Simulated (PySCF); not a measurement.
Working out the ionisation energy of P

P [Ne] 3s2 3p3 (4S) → P⁺ [Ne] 3s2 3p2 (3P). All numbers are calculated (PySCF 2.14, no relativity, point nucleus, in aug-cc-pwCVTZ). Frozen: nothing. Energies in hartree (1 hartree = 27.21139 eV):

```
            part    P (lower)   P⁺ (upper)
             UHF  -340.716611  -340.352469
CCSD correlation    -0.391568    -0.372131
             (T)    -0.006700    -0.005100
```

What does Hartree-Fock give?

(-340.352469) − (-340.716611) = 0.364142 hartree = 9.909 eV.

What do CCSD and CCSD(T) give?

The CCSD correlation energies differ by 0.019437 hartree = 0.529 eV and the triples by 0.001600 hartree = 0.044 eV, so CCSD gives 10.438 eV and CCSD(T) 10.482 eV.

Measured between the centres of the two terms (NIST): 10.526 eV, so CCSD(T) (all electrons) is off by -0.044 eV.

What remains against the reference includes basis incompleteness and higher excitations.
